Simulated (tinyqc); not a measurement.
Inside a calculation. Method: RHF in the sto-3g basis, for CH3+, spin multiplicity 1. Computed by tinyqc, a small Python program that keeps every step (integrals from PySCF). Settings: charge = 1, multiplicity = 1, basis = sto-3g, energy threshold = 1e-08, iteration cap = 54, orthogonalisation = symmetric, start = core, DIIS depth = 6, method = RHF. Command: `OMP_NUM_THREADS=1 python tinyqc.py 26935 26936 out.jsonl` (the two numbers bound the seeds that draw the settings). One thread of a shared host (Intel(R) Xeon(R) Processor @ 2.60GHz), about 0.07 s of CPU time with the checks.

Geometry (angstrom):
```
atom          x          y         z
C      0.000000   0.000000  0.114000
H      1.018000   0.000000  0.000000
H     -0.509000   0.881000  0.000000
H     -0.509000  -0.881000  0.000000
```

Stop when the energy changes by less than 1e-08 hartree and every element of the error matrix X^T (F D S - S D F) X is below 3e-05.

Course of the cycle:
```
iteration   E (hartree)     change  largest element of the error matrix
1          -36.85276046          -                             7.97e-01
2          -38.74612203  -1.89e+00                             7.19e-02
3          -38.74839047  -2.27e-03                             9.59e-03
4          -38.74851572  -1.25e-04                             1.62e-03
5          -38.74851973  -4.01e-06                             3.92e-05
6          -38.74851973  -3.53e-09                             2.19e-06
```

Can the last value be used, and what does the course show?

Yes. Converged in 6 iterations. PySCF RHF in the same basis = -38.74851973 hartree.
